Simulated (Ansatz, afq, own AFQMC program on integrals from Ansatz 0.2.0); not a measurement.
## SiNH3, singlet: AFQMC among the cluster methods

```yaml
atoms:
  - { symbol: Si, position_ang: [0.0000, -0.0811, 0.6246] }
  - { symbol: N, position_ang: [0.0000, 0.0494, -1.0775] }
  - { symbol: H, position_ang: [0.0000, 1.4343, 0.8505] }
  - { symbol: H, position_ang: [0.0000, 0.9052, -1.6101] }
  - { symbol: H, position_ang: [0.0000, -0.7657, -1.6709] }
```

Connectivity, by distances: SiH–NH2.

Basis cc-pVDZ. Only valence electrons are correlated. AFQMC by an in-house program on the Cholesky factors that Ansatz 0.2.0 writes for its CCSD(T) run. The CISD trial takes its coefficients from CCSD amplitudes. Released means that phaseless walkers are propagated on without the constraint, phases kept. Free AFQMC starts from the CCSD state and is never constrained. Its projection time is finite, and what remains of the start isn't in its error. Error bars are statistical, one sigma.

Determinant: RHF, the one that the program's search chose, which needn't be the lowest solution. The geometry is a PBE0/def2-TZVP stationary point of this or a neighbouring charge and spin state.

No full CI on the walks' own integrals is used here; CCSDT(Q) serves as the reference and is uncertain by about the last step of the cluster series.

Cautions: the ph-AFQMC/CISD walk drifts between its halves (2.6 errors).

* T1 diagnostic: 0.0175
* weight of the determinant in the CISD state: 0.871
* size of the correlated space: 12 electrons in 41 orbitals

```tsv
level	correlation energy (eV)
MP2	-7.1032
CCSD	-7.9149
CCSD(T)	-8.1356
```

(1) Estimate where free-projection AFQMC lies against CCSD(T) on the same integrals.

(1) 1.17 ± 0.52 kcal/mol below CCSD(T).

Reference: CCSDT(Q), correlation energy -8.176 eV. The released energy is read at 2.40 1/Eh (meV from the phaseless value at times in 1/Eh: -14 ± 20 at 0.24, -17 ± 12 at 0.51, 3 ± 13 at 0.99, 15 ± 18 at 1.62, 5 ± 25 at 2.40).

| level | E − E(reference) (kcal/mol) | share of correlation (%) |
| --- | --- | --- |
| CCSD(T) | 0.93 | 99.50 |
| CCSDT | 0.46 | 99.75 |
| ph-AFQMC/HF | -1.16 ± 1.98 | 100.61 |
| ph-AFQMC/CISD | 0.31 ± 0.38 | 99.84 |
| released AFQMC | 0.42 ± 0.58 | 99.78 |
| free AFQMC | -0.24 ± 0.52 | 100.12 |

Free projections are given only where their last times agree within the noise and don't stop above the reference; a slow remainder of the start can still hide under it. A walk keeps the symmetry of its determinant, which the program's search chose and which needn't be the lowest solution, so a lower state of the same spin and another symmetry isn't excluded. Released energies are given only where the last usable release times agree within the noise; a slower fall can still hide under it.
